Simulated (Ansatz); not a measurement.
Geometry optimisation, RHF/def2-SVP in Ansatz 0.2.0.

Input:

```yaml
crystal:
  periodic: [false, false, false]
  atoms:
    - { symbol: Al, position_ang: [0.0, 0.0, 0.0] }
    - { symbol: H, position_ang: [0.0, 0.0, 1.91] }
    - { symbol: H, position_ang: [1.351, 0.0, -0.78] }
    - { symbol: H, position_ang: [-1.351, 0.0, -0.78] }
    - { symbol: O, position_ang: [0.0869, -1.972, 0.6559] }
    - { symbol: Si, position_ang: [-0.6831, -3.2686, -0.0846] }
    - { symbol: H, position_ang: [0.2217, -4.4137, -0.1261] }
    - { symbol: H, position_ang: [-1.8799, -3.6221, 0.6732] }
    - { symbol: H, position_ang: [-1.0612, -2.8984, -1.4453] }
    - { symbol: H, position_ang: [0.0439, -0.9965, 1.8084] }
basis:
  gaussian: { orbitals: def2-SVP }
hamiltonian:
  xc: hf
relax:
  f_tol: 0.15
  max_steps: 25
  restrain:
    - { distance: [0, 4], at: 1.78, k: 30.0 }
    - { distance: [9, 1], at: 0.66, k: 30.0 }
    - { distance: [0, 1], at: 2.76, k: 30.0 }
    - { distance: [9, 4], at: 2.21, k: 30.0 }
```

Launched with:

```bash
$ ansatz run input.yaml --threads 1 --pin off --max-ram 2048MiB --backend cpu --events-out ev --progress --plain --runs-dir out
```

**Question.** Where does it end, and by what steps?

**Answer.** The forces met the threshold. The restraints hold the end off the free minimum. After 13 steps the energy has fallen by 2.553 eV (the restraints' own energy left out); H4 moved furthest, 0.94 Å. Joined: H2–H10 (1.00 → 0.71 Å).

```tsv
step	energy less start (eV)	largest force component (eV/Å)	accepted
0	0.0000	4.279	yes
1	-0.8851	4.944	yes
2	-1.6538	3.806	yes
3	-2.1515	2.330	yes
4	-2.3351	1.748	yes
5	-2.4551	1.391	yes
6	-2.5171	1.301	yes
7	-2.5459	1.331	yes
8	-2.5578	1.261	no
9	-2.5566	1.091	yes
10	-2.5570	1.279	yes
11	-2.5388	1.451	no
12	-2.5566	1.287	yes
13	-2.5528	1.313	yes
```

```xyz
10
Properties=species:S:1:pos:R:3
Al 0.096 -0.150 -0.456
H -0.073 -0.329 2.294
H 1.620 0.223 -0.552
H -1.065 0.889 -0.671
O -0.336 -1.810 -0.142
Si -0.732 -3.396 -0.135
H 0.476 -4.242 0.035
H -1.663 -3.689 0.983
H -1.397 -3.773 -1.405
H -0.198 -0.894 1.879
```

The run took 14 s on 1 thread of Arm Neoverse V2 (shared host), peak memory 0.14 GiB.
